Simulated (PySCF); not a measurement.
Gas-phase reaction: H3SiN(CH3)2 + 3 C3H6 (propylene) = HNC + 2 C3H7 (i-propyl) + Si(CH3)4

Computed with PySCF and rigid-rotor harmonic-oscillator thermochemistry at 1 bar. † marks an energy on the PBE0/def2-TZVP geometry and frequencies; other levels use their own. 6-31G* has spherical d functions here. Open shells (unrestricted): C3H7 (i-propyl) (multiplicity 2); the rest are closed-shell singlets. B3LYP is the form with VWN-RPA correlation.

LDA/def2-TZVP† gives ΔH°(298 K) = 160 kJ.

Problem. What do HF/6-31G*, BLYP/def2-TZVP†, B3LYP/def2-TZVP† give?

Solution. HF/6-31G*: 9 kJ; BLYP/def2-TZVP†: 128 kJ; B3LYP/def2-TZVP†: 119 kJ. For scale, ΔH°(298 K) is 160 kJ at this level, 102 kJ at ωB97M-V/def2-TZVP†, and runs from 9 to 509 kJ over the 18 levels computed.
